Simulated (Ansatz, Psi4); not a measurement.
**CO2 (carbon dioxide): from total energies to a heat of formation**

CO2: 3 atoms, total charge 0, spin state singlet. SMILES: `O=C=O`. Geometry: relaxed at PBE0-D4/def2-TZVP.

```xyz
3

O     0.3716   -1.0919    0.0882
C     0.0001    0.0001    0.0001
O    -0.3718    1.0918   -0.0883
```

Total energies at B3LYP/cc-pVTZ (Psi4 1.11); the atoms run unrestricted:

```tsv
species	state	energy (Eh)
CO2	singlet	-188.660516
O	triplet	-75.091863
C	triplet	-37.858574
```

Harmonic wavenumbers at PBE0-D4/def2-TZVP, in cm⁻¹: 688, 688, 1394, 2454.

Measured heats of formation of the gaseous atoms at 298.15 K, in kJ/mol: O 249.2, C 716.9. Spin-orbit lowering of the atoms at 298 K (mean of the ground term's levels less their thermal mean, from spectra), in kJ/mol: O 0.40, C 0.02. Take 1 Eh = 2625.50 kJ/mol, 1 cm⁻¹ = 0.0119627 kJ/mol, RT = 2.479 kJ/mol.

Q: Work out the heat of formation of the gas at 298 K.

A: 
1. Electronic atomisation energy: 2 × (-75.091863) + (-37.858574) − (-188.660516) = 0.618216 Eh = 1623.1 kJ/mol.
2. Zero-point energy: half the sum of the wavenumbers, 2612 cm⁻¹ = 31.2 kJ/mol.
3. Thermal vibrational enthalpy, Σ hcν̃/(exp(hcν̃/kT) − 1): 0.6 kJ/mol. Translation, rotation and pV of a linear molecule: 3.5 RT = 8.7 kJ/mol.
4. The 3 free atoms carry 5/2 RT each: 18.6 kJ/mol.
5. Spin-orbit coupling lowers the free atoms by 2 × 0.40 + 0.02 = 0.8 kJ/mol.
6. Atomisation enthalpy at 298 K: 1623.1 − 0.8 − 31.2 − 0.6 − 8.7 + 18.6 = 1600.4 kJ/mol.
7. Sum of the atoms' heats of formation: 1215.3 kJ/mol. Heat of formation: 1215.3 − 1600.4 = -385.1 kJ/mol.

The tabulated value is -393.5 kJ/mol (Active Thermochemical Tables), so this level is off by +8.4 kJ/mol, or 0.5 % of the atomisation enthalpy that the table implies (1608.8 kJ/mol). Anharmonicity and any spin-orbit splitting of the molecule are left out.
